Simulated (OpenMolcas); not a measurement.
**BNH3 (SMILES [BH]N): a chain of runs**

We compute a single-point energy (UHF/STO-3G), then the energy (CASSCF(3,3)/STO-3G), then the energy (CASPT2(3,3)/STO-3G), then a single-point energy (SC-NEVPT2(3,3)/STO-3G), then a single-point energy (MRCI(3,3)/STO-3G) of BNH3. 

The results are computed with OpenMolcas 26.06.

3 further runs of the same task are left out: 3 set aside as unsound or not needed.

### 1 Starting point

BNH3 has 5 atoms, charge 0, and is taken as a doublet. As SMILES, `[BH]N`. The B1–N2 distance was set to 3.431 Å, away from the relaxed value. At this shape a bond of the SMILES string is far longer than usual.

Bond lengths: B1–H3 1.172 Å, N2–H4 1.016 Å, N2–H5 1.009 Å. Angles: H4–N2–H5 110.8°.

### 2 A single-point energy at UHF/STO-3G (run 1)

The input, step1.inp:

```
* BH3N Hartree-Fock
&GATEWAY
BASLIB=$CurrDir
COORD
5
angstrom
B        2.017503      -1.459170       1.665795
N       -0.168710       0.403420      -0.210620
H        1.848453      -2.604490       1.849595
H       -1.006670       0.036070      -0.653090
H       -0.067120       1.389060      -0.399980
BASIS=STO-3G
GROUP=NoSym
&SEWARD
&SCF
UHF
SPIN=2
SCRAMBLE=0.25
PRORBITALS=1 1
```

The basis set STO-3G is read from a file made from the Basis Set Exchange's data (not shown).

Started as:

```console
$ export MOLCAS_MEM=1860
$ pymolcas step1.inp > step1.log
```

Log, cut to the lines that bear on the results:

```text
--- Start Module: gateway ---
[...]
--- Stop Module: gateway /rc=_RC_ALL_IS_WELL_ ---
--- Start Module: seward ---
[...]
      Basis functions           13
--- Stop Module: seward /rc=_RC_ALL_IS_WELL_ ---
--- Start Module: scf ---
[...]
       Convergence after  52 Iterations
[...]
::    Total SCF energy                                -79.5961850658
[...]
      Total spin, S                                     0.7517864297
[...]
      Total electronic charge=   15.000000
      Total            charge=   -0.000000
[...]
      Dipole Moment (debye):
      Origin of the operator (angstrom)=    0.7358   -0.4139    0.5776
                   X= -1.2986E+00               Y=  5.9040E-01               Z= -9.8505E-01           Total=  1.7335E+00
      Quadrupole Moment (debye*angstrom):
[...]
--- Stop Module: scf /rc=_RC_ALL_IS_WELL_ ---
[...]
```

It took 2.5 s on 1 thread of Arm Neoverse V1, shared host; peak memory 0.37 GiB.

### 3 A single-point energy at CASSCF(3,3)/STO-3G (run 2)

The input, step2.inp:

```
>>> EXPORT MOLCAS_PRINT=2
&GATEWAY
BasLib = $CurrDir
Coord
5
angstrom
B        2.017503      -1.459170       1.665795
N       -0.168710       0.403420      -0.210620
H        1.848453      -2.604490       1.849595
H       -1.006670       0.036070      -0.653090
H       -0.067120       1.389060      -0.399980
Basis = STO-3G
Group = NoSym
&SEWARD
&RASSCF
FileOrb = $CurrDir/step1.UnaOrb
Spin = 2
Nactel = 3 0 0
Inactive = 6
Ras2 = 3
OrbListing = Nothing
OrbAppear = Compact
```

The basis set STO-3G is read from a file made from the Basis Set Exchange's data (not shown).

Started as:

```console
$ export MOLCAS_MEM=1860
$ pymolcas step2.inp > step2.log
```

Log, cut to the lines that bear on the results:

```text
--- Start Module: gateway ---
[...]
--- Stop Module: gateway /rc=_RC_ALL_IS_WELL_ ---
--- Start Module: seward ---
[...]
      Basis functions           13
--- Stop Module: seward /rc=_RC_ALL_IS_WELL_ ---
--- Start Module: rasscf ---
[...]
      Number of active orbitals                  3
[...]
      Spin quantum number                      0.5
[...]
      Active orbitals                            3
[...]
      Number of CSFs                             8
[...]
      Number of root(s) required                 1
[...]
      Convergence after 10 iterations
[...]
      printout of CI-coefficients larger than  0.05 for root  1
      energy=     -79.602658
      conf/sym  111     Coeff  Weight
             1  2u0   0.97504 0.95070
             8  0u2   0.22204 0.04930
      Natural orbitals and occupation numbers for root  1
      sym 1:   1.901395   1.000002   0.098603
      ************************************************************************************************************************
      *                                                    Final results                                                     *
[...]
::    RASSCF root number  1 Total energy:    -79.60265838
[...]
      Total electronic charge=   15.000000
      Total            charge=   -0.000000
[...]
      Dipole Moment (debye):
      Origin of the operator (angstrom)=    0.7358   -0.4139    0.5776
                   X= -1.3514E+00               Y=  2.3563E-01               Z= -9.2890E-01           Total=  1.6567E+00
      Quadrupole Moment (debye*angstrom):
[...]
--- Stop Module: rasscf /rc=_RC_ALL_IS_WELL_ ---
[...]
```

It took 1.8 s on 1 thread of Arm Neoverse V1, shared host; peak memory 0.37 GiB.

### 4 A single-point energy at CASPT2(3,3)/STO-3G (run 3)

The input, step3.input:

```
&GATEWAY
 BasLib=$CurrDir
 Coord
 5
 angstrom
 B        2.017503      -1.459170       1.665795
 N       -0.168710       0.403420      -0.210620
 H        1.848453      -2.604490       1.849595
 H       -1.006670       0.036070      -0.653090
 H       -0.067120       1.389060      -0.399980
 Basis=STO-3G
 Group=NoSym

&SEWARD

&RASSCF
 FileOrb=$CurrDir/step2.RasOrb
 Spin=2
 Nactel=3 0 0
 Inactive=6
 Ras2=3
 OrbListing=Nothing
 OrbAppear=Compact

&CASPT2
 Imaginary=0.1
 Frozen=2
```

The basis set STO-3G is read from a file made from the Basis Set Exchange's data (not shown).

Started as:

```console
$ export MOLCAS_MEM=1860
$ pymolcas step3.input > step3.log
```

Log, cut to the lines that bear on the results:

```text
--- Start Module: gateway ---
[...]
--- Stop Module: gateway /rc=_RC_ALL_IS_WELL_ ---
[...]
      Basis functions           13
[...]
--- Start Module: rasscf ---
[...]
      Number of active orbitals                  3
[...]
      Spin quantum number                      0.5
[...]
      Active orbitals                            3
[...]
      Number of CSFs                             8
[...]
      Number of root(s) required                 1
[...]
      Convergence after  4 iterations
[...]
      printout of CI-coefficients larger than  0.05 for root  1
      energy=     -79.602658
      conf/sym  111     Coeff  Weight
             1  2u0   0.97504 0.95070
             8  0u2   0.22203 0.04930
      Natural orbitals and occupation numbers for root  1
      sym 1:   1.901398   1.000002   0.098600
      ************************************************************************************************************************
      *                                                    Final results                                                     *
[...]
::    RASSCF root number  1 Total energy:    -79.60265839
[...]
      Total electronic charge=   15.000000
      Total            charge=   -0.000000
[...]
      Dipole Moment (debye):
      Origin of the operator (angstrom)=    0.7358   -0.4139    0.5776
                   X= -1.3514E+00               Y=  2.3565E-01               Z= -9.2892E-01           Total=  1.6567E+00
      Quadrupole Moment (debye*angstrom):
[...]
--- Stop Module: rasscf /rc=_RC_ALL_IS_WELL_ ---
--- Start Module: caspt2 ---
[...]
 ###    WARNING: User changed nr of frozen orbitals.                         ###
 ###############################################################################
[...]
      E2 (Variational):          -0.0487976402
      Total energy:             -79.6514560263
[...]
      Reference weight:           0.97854
[...]
::    CASPT2 Root  1     Total energy:    -79.65145603
[...]
--- Stop Module: caspt2 /rc=_RC_ALL_IS_WELL_ ---
[...]
```

It took 1.7 s on 1 thread of Arm Neoverse V1, shared host; peak memory 0.37 GiB.

### 5 The energy at SC-NEVPT2(3,3)/STO-3G (run 4)

The input, step4.input:

```
&gateway
baslib=$CurrDir
coord
5
angstrom
B        2.017503      -1.459170       1.665795
N       -0.168710       0.403420      -0.210620
H        1.848453      -2.604490       1.849595
H       -1.006670       0.036070      -0.653090
H       -0.067120       1.389060      -0.399980
basis=STO-3G
group=NoSym
&seward
&rasscf
fileorb=$CurrDir/step2.RasOrb
spin=2
nactel=3 0 0
inactive=6
ras2=3
orblisting=Nothing
orbappear=Compact
&caspt2
sc-nevpt2
frozen=2
```

The basis set STO-3G is read from a file made from the Basis Set Exchange's data (not shown).

Started as:

```console
$ export MOLCAS_MEM=1860
$ pymolcas step4.input > step4.log
```

Log, cut to the lines that bear on the results:

```text
--- Start Module: gateway ---
[...]
--- Stop Module: gateway /rc=_RC_ALL_IS_WELL_ ---
[...]
      Basis functions           13
[...]
--- Start Module: rasscf ---
[...]
      Number of active orbitals                  3
[...]
      Spin quantum number                      0.5
[...]
      Active orbitals                            3
[...]
      Number of CSFs                             8
[...]
      Number of root(s) required                 1
[...]
      Convergence after  4 iterations
[...]
      printout of CI-coefficients larger than  0.05 for root  1
      energy=     -79.602658
      conf/sym  111     Coeff  Weight
             1  2u0   0.97504 0.95070
             8  0u2   0.22203 0.04930
      Natural orbitals and occupation numbers for root  1
      sym 1:   1.901398   1.000002   0.098600
      ************************************************************************************************************************
      *                                                    Final results                                                     *
[...]
::    RASSCF root number  1 Total energy:    -79.60265839
[...]
      Total electronic charge=   15.000000
      Total            charge=   -0.000000
[...]
      Dipole Moment (debye):
      Origin of the operator (angstrom)=    0.7358   -0.4139    0.5776
                   X= -1.3514E+00               Y=  2.3565E-01               Z= -9.2892E-01           Total=  1.6567E+00
      Quadrupole Moment (debye*angstrom):
[...]
--- Stop Module: rasscf /rc=_RC_ALL_IS_WELL_ ---
--- Start Module: caspt2 ---
[...]
 ###    WARNING: User changed nr of frozen orbitals.                         ###
 ###############################################################################
[...]
      E2 (Variational):          -0.0474188923
[...]
      E2 (Variational):          -0.0474184170
      Total energy:             -79.6500768030
[...]
      Reference weight:           0.98024
[...]
::    SC-NEVPT2 Root  1     Total energy:    -79.65007680
[...]
--- Stop Module: caspt2 /rc=_RC_ALL_IS_WELL_ ---
[...]
```

Wall time 1.8 s (1 thread of Arm Neoverse V1, shared host); peak memory 0.37 GiB.

### 6 A single-point energy at MRCI(3,3)/STO-3G (run 5)

The input, step5.input:

```
* BH3N MRCI
>>> EXPORT MOLCAS_PRINT=2

&GATEWAY
  BasLib = $CurrDir
  Coord
  5
  angstrom
  B        2.017503      -1.459170       1.665795
  N       -0.168710       0.403420      -0.210620
  H        1.848453      -2.604490       1.849595
  H       -1.006670       0.036070      -0.653090
  H       -0.067120       1.389060      -0.399980
  Basis = STO-3G
  Group = NoSym

&SEWARD

&RASSCF
  FileOrb = $CurrDir/step2.RasOrb
  Spin = 2
  Nactel = 3 0 0
  Inactive = 6
  Ras2 = 3
  OrbListing = Nothing
  OrbAppear = Compact

&MOTRA
  LumOrb
  Frozen = 2

&GUGA
  Electrons = 11
  Spin = 2
  Inactive = 4
  Active = 3
  CIAll = 1

&MRCI
  SDCI
```

The basis set STO-3G is read from a file made from the Basis Set Exchange's data (not shown).

Started as:

```console
$ export MOLCAS_MEM=1860
$ pymolcas step5.input > step5.log
```

Log, cut to the lines that bear on the results:

```text
--- Start Module: gateway ---
[...]
--- Stop Module: gateway /rc=_RC_ALL_IS_WELL_ ---
[...]
      Basis functions           13
[...]
      Number of active orbitals                  3
[...]
      Spin quantum number                      0.5
[...]
      Active orbitals                            3
[...]
      Number of CSFs                             8
[...]
      Number of root(s) required                 1
[...]
      Convergence after  4 iterations
[...]
      printout of CI-coefficients larger than  0.05 for root  1
      energy=     -79.602658
      conf/sym  111     Coeff  Weight
             1  2u0   0.97504 0.95070
             8  0u2   0.22203 0.04930
      Natural orbitals and occupation numbers for root  1
      sym 1:   1.901398   1.000002   0.098600
      ************************************************************************************************************************
      *                                                    Final results                                                     *
[...]
::    RASSCF root number  1 Total energy:    -79.60265839
[...]
      Dipole Moment (debye):
      Origin of the operator (angstrom)=    0.7358   -0.4139    0.5776
                   X= -1.3514E+00               Y=  2.3565E-01               Z= -9.2892E-01           Total=  1.6567E+00
      Quadrupole Moment (debye*angstrom):
[...]
      *** WARNING: Default frozen orbitals is overwritten by user input.
      *** Default values:   2
[...]
--- Start Module: guga ---
[...]
--- Stop Module: guga /rc=_RC_ALL_IS_WELL_ ---
--- Start Module: mrci ---
[...]
       (But an ACPF correction will be computed)
       USE THE DEFAULT ACPF G-VALUE GFAC=  0.18181818181818182
[...]
                      CI ENERGY:   -79.67837107
[...]
                ACPF CORRECTION:    -0.00403346
[...]
      Total electronic charge=   15.000000
      Total            charge=    0.000000
[...]
     ACPF CORRECTION:     -0.00403346
[...]
  CI State   1     Total energy:    -79.67837107     QDav:     -0.00498884     QACPF:     -0.00403346
[...]
--- Stop Module: mrci /rc=_RC_ALL_IS_WELL_ ---
[...]
```

It took 1.9 s on 1 thread of Arm Neoverse V1, shared host; peak memory 0.37 GiB.

### 7 Summary of results

| quantity | value |
| --- | --- |
| run 1, UHF/STO-3G: total energy | -79.59619 Eh |
| run 1, UHF/STO-3G: dipole moment | 1.73 D |
| run 1, UHF/STO-3G: HOMO energy (highest over α and β) | -7.09 eV |
| run 1, UHF/STO-3G: LUMO energy (lowest over α and β) | 8.11 eV |
| run 1, UHF/STO-3G: ⟨S²⟩ | 1.317 |
| run 2, CASSCF(3,3)/STO-3G: total energy | -79.60266 Eh |
| run 2, CASSCF(3,3)/STO-3G: dipole moment (CASSCF density) | 1.66 D |
| run 3, CASPT2(3,3)/STO-3G: total energy | -79.65146 Eh |
| run 3, CASPT2(3,3)/STO-3G: dipole moment (CASSCF density) | 1.66 D |
| run 4, SC-NEVPT2(3,3)/STO-3G: total energy | -79.65008 Eh |
| run 4, SC-NEVPT2(3,3)/STO-3G: dipole moment (CASSCF density) | 1.66 D |
| run 5, MRCI(3,3)/STO-3G: total energy | -79.67837 Eh |
| run 5, MRCI(3,3)/STO-3G: dipole moment (CASSCF density) | 1.66 D |

**Reading.** ⟨S²⟩ (run 1, UHF/STO-3G) is 1.32 where a pure doublet has 0.75: the reference is spin-contaminated. Mulliken charges (run 2, CASSCF(3,3)/STO-3G) run from -0.29 on N2 to +0.15 on H5. Mulliken charges (run 3, CASPT2(3,3)/STO-3G) of the CASSCF density run from -0.29 on N2 to +0.15 on H5; they depend strongly on the basis.
